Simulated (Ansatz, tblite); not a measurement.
# The cluster Al₃H₂: a ladder of methods and basis sets, part 2 of 2

How do method and basis change the picture of the cluster Al₃H₂ (doublet)?

Ansatz 0.2.0, Gaussian basis; as each input shows. Earlier steps stand in the parts before.

### 17 r2SCAN-D4/def2-TZVPD

in.yaml

```yaml
crystal:
  periodic: [false, false, false]
  atoms:
    - {symbol: Al, position_ang: [1.091032, 0.814391, 1.587067]}
    - {symbol: Al, position_ang: [0.249522, -1.271017, 0.497052]}
    - {symbol: Al, position_ang: [-0.229370, 1.281009, -0.482788]}
    - {symbol: H, position_ang: [-1.002692, 1.960637, -1.712284]}
    - {symbol: H, position_ang: [-0.108492, -2.785010, 0.110943]}
basis:
  gaussian: {orbitals: def2-TZVPD, initial_orbitals: start.molden}
magnetization: {spin_polarized: true, initial_magnetization: 1}
hamiltonian: {xc: r2scan, dispersion: d4}
scf: {omitted_lower_state_checks: [starts]}
output: {orbitals: {seedname: orbitals}}
```

Run with:

```bash
> ansatz run in.yaml --threads 4 --pin off --events-out ev --progress --plain --max-ram 3916MiB
```

Standard output:

```text
Functional definition: r2SCAN
  name "r2SCAN"
  cite "Furness, Kaplan, Ning, Perdew & Sun, J. Phys. Chem. Lett. 11, 8208 (2020) doi:10.1021/acs.jpclett.0c02405"
  cite "Furness, Kaplan, Ning, Perdew & Sun, J. Phys. Chem. Lett. 11, 9248 (2020) doi:10.1021/acs.jpclett.0c03077"
  parent r2scan
  parameter k0 = 0.174
  parameter k1 = 0.065
  parameter a1 = 4.9479
  exchange = r2scan_x(k0 = k0, k1 = k1, a1 = a1)
  correlation = r2scan_c
these checks for a lower state are left out or cut short: starts
894 factors; their error is unknown
mean field evaluation 1: about -19819.6296 eV, gradient 5.7e0 eV
mean field evaluation 2: about -19819.6792 eV, gradient 1.0e-1 eV
mean field evaluation 4: about -19819.6748 eV, gradient 3.5e-4 eV
mean field -19819.67482742 eV, -728.3596156497 hartree, gradient 2.5e-5 eV, S^2 0.763498; 0 other end points of the search recorded, 0 dependent functions left out
reference -19819.67484418 eV, -728.3596162655 hartree; 21, 20 occupied and 126, 127 virtual orbitals, 894 factors
Total energy: -19819.69701214 eV, -728.3604309229 hartree
Checks for a lower state left out: starts
```

Run time: 5.5 s. Hardware: 4 threads of Arm Neoverse V1, shared host.

Report: HOMO -5.02 eV, LUMO -3.62 eV (over both spins); ⟨S²⟩ 0.763 (pure: 0.75).

### 18 CCSD(T)/def2-TZVPP

Changes to in.yaml since step 17:

```diff
@@ -9,6 +9,6 @@
 basis:
-  gaussian: {orbitals: def2-TZVPD, initial_orbitals: start.molden}
+  gaussian: {orbitals: def2-TZVPP, initial_orbitals: start.molden}
 magnetization: {spin_polarized: true, initial_magnetization: 1}
-hamiltonian: {xc: r2scan, dispersion: d4}
-scf: {omitted_lower_state_checks: [starts]}
+correlation: {method: ccsd_t}
+scf: {omitted_lower_state_checks: [starts, cluster_reference]}
 output: {orbitals: {seedname: orbitals}}
```

Launched as before.

Standard output, cut to the lines that bear on the results:

```text
Functional definition: HF
  name "HF"
  cite "Fock, Z. Phys. 61, 126 (1930) doi:10.1007/BF01340294"
  parent pbe
[...]
928 factors; integrals over basis functions are off by at most 1.4e-3 eV
[...]
mean field -19778.97567879 eV, -726.8639495243 hartree, gradient 2.2e-6 eV, S^2 1.138688; 0 other end points of the search recorded, 0 dependent functions left out
15 core orbitals not correlated: weight in the atoms' cores, before any rotation towards them, 1.000 or more for the frozen orbitals, at most 0.000 for the correlated occupied ones
reference -19778.97567879 eV, -726.8639495243 hartree; 6, 5 occupied and 133, 134 virtual orbitals, 928 factors
second order -5.40327878 eV of doubles, -0.00000000 eV of singles
cycle   1  -6.07204281 eV  change   -6.7e-1 eV  update   1.1e-1
[...]
cycle  15  -6.61848675 eV  change    4.4e-6 eV  update   4.0e-6
perturbative correction -0.42371565 eV, -0.0155712631 hartree
Total energy: -19786.01788119 eV, -727.1227456891 hartree
Checks for a lower state left out: starts, cluster_reference
```

It took 16 s on 4 threads of Arm Neoverse V1, shared host; peak memory 1.9 GiB.

Report: Hartree-Fock HOMO -6.87 eV, LUMO -0.08 eV (over both spins); ⟨S²⟩ 1.139 (pure: 0.75); T1 0.071. Doubts: large T1 diagnostic, spin contamination.

### 19 MP2/def2-TZVP

Changes to in.yaml since step 18:

```diff
@@ -9,6 +9,6 @@
 basis:
-  gaussian: {orbitals: def2-TZVPP, initial_orbitals: start.molden}
+  gaussian: {orbitals: def2-TZVP, initial_orbitals: start.molden}
 magnetization: {spin_polarized: true, initial_magnetization: 1}
-correlation: {method: ccsd_t}
-scf: {omitted_lower_state_checks: [starts, cluster_reference]}
+correlation: {method: mp2}
+scf: {omitted_lower_state_checks: [starts]}
 output: {orbitals: {seedname: orbitals}}
```

Same command.

Standard output:

```text
Functional definition: HF
  name "HF"
  cite "Fock, Z. Phys. 61, 126 (1930) doi:10.1007/BF01340294"
  parent pbe
  exchange = exact_x
  correlation = 0
these checks for a lower state are left out or cut short: starts
794 factors; integrals over basis functions are off by at most 6.8e-4 eV
mean field evaluation 1: about -19778.3459 eV, gradient 2.0e1 eV
mean field evaluation 2: about -19778.8750 eV, gradient 7.1e-1 eV
mean field evaluation 4: about -19778.9593 eV, gradient 6.4e-2 eV
mean field evaluation 8: about -19778.9637 eV, gradient 1.0e-5 eV
mean field -19778.96372447 eV, -726.8635102112 hartree, gradient 3.5e-6 eV, S^2 1.135591; 0 other end points of the search recorded, 0 dependent functions left out
15 core orbitals not correlated: weight in the atoms' cores, before any rotation towards them, 1.000 or more for the frozen orbitals, at most 0.000 for the correlated occupied ones
reference -19778.96372447 eV, -726.8635102112 hartree; 6, 5 occupied and 102, 103 virtual orbitals, 794 factors
second order -5.18078153 eV of doubles, -0.00000000 eV of singles
Total energy: -19784.14450600 eV, -727.0539004208 hartree
Checks for a lower state left out: starts
```

Run time: 1 s. Hardware: 4 threads of Arm Neoverse V1, shared host.

From the report: Hartree-Fock HOMO -6.87 eV, LUMO -0.09 eV (over both spins); ⟨S²⟩ 1.136 (pure: 0.75). Doubts: spin contamination.

### 20 RPA/def2-TZVP

Changes to in.yaml since step 19:

```diff
@@ -11,4 +11,4 @@
 magnetization: {spin_polarized: true, initial_magnetization: 1}
-correlation: {method: mp2}
+hamiltonian: {xc: pbe}
+correlation: {method: rpa}
 scf: {omitted_lower_state_checks: [starts]}
-output: {orbitals: {seedname: orbitals}}
```

Launched as before.

Standard output, cut to the lines that bear on the results:

```text
Functional definition: PBE
  name "PBE"
  cite "Perdew, Burke & Ernzerhof, Phys. Rev. Lett. 77, 3865 (1996) doi:10.1103/PhysRevLett.77.3865"
  parent pbe
[...]
794 factors; integrals over basis functions are off by at most 6.8e-4 eV
[...]
mean field -19810.92486744 eV, -728.0380605514 hartree, gradient 5.6e-6 eV, S^2 0.755743; 0 other end points of the search recorded, 0 dependent functions left out
15 core orbitals not correlated: weight in the atoms' cores, before any rotation towards them, 1.000 or more for the frozen orbitals, at most 0.000 for the correlated occupied ones
reference -19777.85582865 eV, -726.8227957906 hartree; 6, 5 occupied and 102, 103 virtual orbitals, 794 factors
Total energy: -19789.42466046 eV, -727.2479425181 hartree
Checks for a lower state left out: starts
```

Run time: 1.9 s. Hardware: 4 threads of Arm Neoverse V1, shared host.

From the report: ⟨S²⟩ 0.756 (pure: 0.75).

### 21 CCSD(T)/def2-TZVPD

Changes to in.yaml since step 20:

```diff
@@ -9,6 +9,6 @@
 basis:
-  gaussian: {orbitals: def2-TZVP, initial_orbitals: start.molden}
+  gaussian: {orbitals: def2-TZVPD, initial_orbitals: start.molden}
 magnetization: {spin_polarized: true, initial_magnetization: 1}
-hamiltonian: {xc: pbe}
-correlation: {method: rpa}
-scf: {omitted_lower_state_checks: [starts]}
+correlation: {method: ccsd_t}
+scf: {omitted_lower_state_checks: [starts, cluster_reference]}
+output: {orbitals: {seedname: orbitals}}
```

Same command.

Standard output, cut to the lines that bear on the results:

```text
Functional definition: HF
  name "HF"
  cite "Fock, Z. Phys. 61, 126 (1930) doi:10.1007/BF01340294"
  parent pbe
[...]
970 factors; integrals over basis functions are off by at most 6.4e-4 eV
[...]
mean field -19778.97806342 eV, -726.8640371580 hartree, gradient 3.2e-6 eV, S^2 1.141431; 0 other end points of the search recorded, 0 dependent functions left out
15 core orbitals not correlated: weight in the atoms' cores, before any rotation towards them, 1.000 or more for the frozen orbitals, at most 0.000 for the correlated occupied ones
reference -19778.97806342 eV, -726.8640371580 hartree; 6, 5 occupied and 126, 127 virtual orbitals, 970 factors
second order -5.21929013 eV of doubles, -0.00000000 eV of singles
cycle   1  -5.91734214 eV  change   -7.0e-1 eV  update   1.1e-1
[...]
cycle  15  -6.46816605 eV  change    4.7e-6 eV  update   4.3e-6
perturbative correction -0.42002393 eV, -0.0154355946 hartree
Total energy: -19785.86625340 eV, -727.1171734707 hartree
Checks for a lower state left out: starts, cluster_reference
```

Run time: 13 s. Hardware: 4 threads of Arm Neoverse V1, shared host; peak memory 1.6 GiB.

Hartree-Fock HOMO -6.86 eV, LUMO -0.07 eV (over both spins); ⟨S²⟩ 1.141 (pure: 0.75); T1 0.071. Doubts: large T1 diagnostic, spin contamination.

### 22 Levels side by side

```csv
level,functions,HOMO (eV),LUMO (eV),gap (eV),⟨S²⟩,time
HF/6-31G,43,-6.50,-0.43,6.08,0.970,0.25 s
LDA/def2-TZVP,123,-4.71,-4.16,0.55,0.752,0.7 s
PBE-D4/def2-SVP,64,-4.74,-3.97,0.77,0.754,0.8 s
PBE-D4/def2-TZVP,123,-4.72,-3.87,0.84,0.756,1.5 s
PBE-D4/def2-TZVPD,147,-4.71,-3.86,0.85,0.756,2.2 s
revPBE-D4/def2-TZVP,123,-4.70,-3.79,0.91,0.757,1.5 s
r2SCAN-D4/def2-TZVP,123,-5.04,-3.64,1.40,0.764,4.1 s
r2SCAN-D4/def2-TZVPD,147,-5.02,-3.62,1.40,0.763,5.5 s
r2SCANh-D4/def2-TZVP,123,-5.28,-3.37,1.91,0.763,4.5 s
B3LYP-D4/6-31G,43,-5.04,-3.46,1.58,0.751,0.9 s
PBE0-D4/def2-SVP,64,-5.42,-3.26,2.16,0.755,1 s
PBE0-D4/def2-TZVP,123,-5.41,-3.13,2.29,0.757,4.7 s
PBE0-D4/def2-TZVPD,147,-5.40,-3.11,2.29,0.757,2.9 s
LC-ωPBE/def2-TZVP,123,-7.42,-1.09,6.33,0.775,4.7 s
ωB97M-V/def2-TZVP,123,-6.71,-1.56,5.16,0.751,6.5 s
```

The pieces so far (eV):

```csv
basis,HF,MP2 correlation,CCSD correlation,(T),total
def2-TZVPP,-19778.9757,-5.4033,-6.6185,-0.4237,-19786.0179
def2-TZVP,-19778.9637,-5.1808,,,-19784.1445 (MP2)
def2-TZVPD,-19778.9781,-5.2193,-6.4682,-0.4200,-19785.8663
```

### 23 Binding energy

Free atoms were run apart at each level; binding is atoms less cluster, divided by the number of atoms, without zero-point or spin-orbit terms.

```csv
level,binding an atom (eV)
HF/6-31G†,1.085
HF/def2-TZVP†,1.311
HF/def2-TZVPD†,1.313
HF/def2-TZVPP†,1.312
LDA/def2-TZVP,2.193
PBE-D4/def2-SVP,1.963
PBE-D4/def2-TZVP,1.960
PBE-D4/def2-TZVPD,1.961
revPBE-D4/def2-TZVP,1.918
r2SCAN-D4/def2-TZVP,2.005
r2SCAN-D4/def2-TZVPD,2.007
r2SCANh-D4/def2-TZVP,1.984
B3LYP-D4/6-31G,1.727
PBE0-D4/def2-SVP,1.929
PBE0-D4/def2-TZVP,1.932
PBE0-D4/def2-TZVPD,1.934
LC-ωPBE/def2-TZVP,1.869
ωB97M-V/def2-TZVP,1.876
MP2/def2-TZVP†,1.776
MP2/def2-TZVPD†,1.783
CCSD/def2-TZVPD†,1.782
CCSD/def2-TZVPP†,1.807
CCSD(T)/def2-TZVPD†,1.848
CCSD(T)/def2-TZVPP†,1.873
```

† marks a level with a doubtful state (flagged, unstable or spin-contaminated).

### 24 Outcome

What follows sums up all 2 parts.

| quantity | value |
| --- | --- |
| gap in def2-TZVP, named functionals, smallest and largest | 0.55 eV (LDA), 6.33 eV (LC-ωPBE) |
| correlation energy, CCSD(T)/def2-TZVPP | -7.04 eV |
| correlation energy, MP2/def2-TZVP | -5.18 eV |
| correlation energy, CCSD(T)/def2-TZVPD | -6.89 eV |
| binding an atom, functionals in def2-TZVP | 1.87 (LC-ωPBE) to 2.19 eV (LDA) |
| ⟨S²⟩ in def2-TZVP, named functionals, smallest and largest | 0.751, 0.775 |
| PBE0 total energy, smallest basis above largest | 6.97 eV (def2-SVP, def2-TZVPD) |

What this shows: Over the named functionals in def2-TZVP the gap runs from 0.55 eV (LDA) to 6.33 eV (LC-ωPBE); exact exchange widens it. Over the named functionals in def2-TZVP spin contamination reaches 0.02 (LC-ωPBE), which is small. Notes on CCSD(T)/def2-TZVPP: large T1 diagnostic, spin contamination.

The slowest run with a step of its own, CCSD(T)/def2-TZVPP, took 16 s; the quickest functional in def2-TZVP took 0.7 s (shared host).
